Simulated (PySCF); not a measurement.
## Oxygen: a sound run and one with changed settings

Sound run: O [He] 2s2 2p4, O⁺ [He] 2s2 2p3. All numbers are calculated (PySCF 2.14, scalar relativity by spin-free X2C-1e, in cc-pVTZ-DK (4s3p2d1f, 30 functions)). In the sound run the correlated levels freeze 1s2. The sound run starts from symmetry-adapted Hartree-Fock orbitals and uses a fine grid where one is needed.

Changed run: basis STO-3G, all-electron and non-relativistic. This setting is unsound on purpose.

| species | method | sound run (hartree) | changed run (hartree) | converged |
| --- | --- | --- | --- | --- |
| O | UHF | -74.86387 | -73.80415 | yes |
| O | r2SCAN | -75.10744 | -74.01528 | yes |
| O | MN15 | -75.08545 | -73.67462 | yes |
| O | MP2 | -75.00710 | -73.80415 | yes |
| O⁺ | UHF | -74.42286 | -73.44358 | yes |
| O⁺ | r2SCAN | -74.60531 | -73.60160 | yes |
| O⁺ | MN15 | -74.57577 | -73.25951 | yes |
| O⁺ | MP2 | -74.52055 | -73.44358 | yes |

Ionisation energy of O:

| method | sound run (eV) | changed run (eV) |
| --- | --- | --- |
| UHF | 12.001 | 9.812 |
| r2SCAN | 13.664 | 11.257 |
| MN15 | 13.869 | 11.296 |
| MP2 | 13.240 | 9.812 |
| SCS-MP2 | 13.338 | 9.812 |

A minimal basis cannot let orbitals breathe on ionisation and holds almost no correlation. The Hamiltonian changed with the basis, so the totals do not compare.

For comparison, NIST gives 13.618 eV between the lowest levels.
